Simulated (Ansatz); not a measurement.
# SiNF (triplet): from a generated start to a stationary point

Aim: relax a generated start of SiNF (triplet) and see which bonds hold.

Computed with Ansatz 0.2.0, Gaussian basis. Level: UKS PBE0/def2-TZVP.

## (1) The starting structure

3 atoms, charge 0, spin multiplicity 3.

Atoms are counted from 1 here; the program's logs count them from 0.

Bond lengths: F1–Si2 1.619 Å, Si2–N3 1.630 Å. Angles: F1–Si2–N3 119.7°.

Geometry (Å):

```xyz
3
charge 0, multiplicity 3
F    -1.2836   -0.3867   -0.0037
Si    0.1072    0.4416    0.0038
N     1.5261   -0.3610   -0.0025
```

The start was built by rule and, where that kept it together, relaxed with GFN2-xTB. Sticks and bond lists go by distance. 

## (2) The run

in.yaml reads:

```yaml
crystal:
  periodic: [false, false, false]
  atoms:
    - {symbol: F, position_ang: [-1.283621, -0.386726, -0.003689]}
    - {symbol: Si, position_ang: [0.107204, 0.441627, 0.003756]}
    - {symbol: N, position_ang: [1.526119, -0.360979, -0.002528]}
basis:
  gaussian: {orbitals: def2-TZVP}
magnetization: {spin_polarized: true, initial_magnetization: 2}
hamiltonian: {xc: pbe0}
relax: {f_tol: 0.004, max_steps: 80}
```

Launch:

```bash
> ansatz run in.yaml --threads 1 --pin off --events-out ev --progress --plain --max-ram 2176MiB
```

**Question.** What will these runs give? Wanted: energy gained; shift from the start; total energy; dipole moment; ⟨S²⟩.

The runs gave:

```
                  quantity           value
                     steps               5
             energy gained        0.046 eV
shift from the start (rms)         0.046 Å
              total energy  -12076.2145 eV
             dipole moment          2.19 D
                      ⟨S²⟩           2.019
```

What this shows: The bonds of the start are those of the end. Si2–N3 went from 1.630 to 1.670 Å. No vibrations were run, so this is a stationary point, not a proven minimum, and this spin need not be the ground state's.
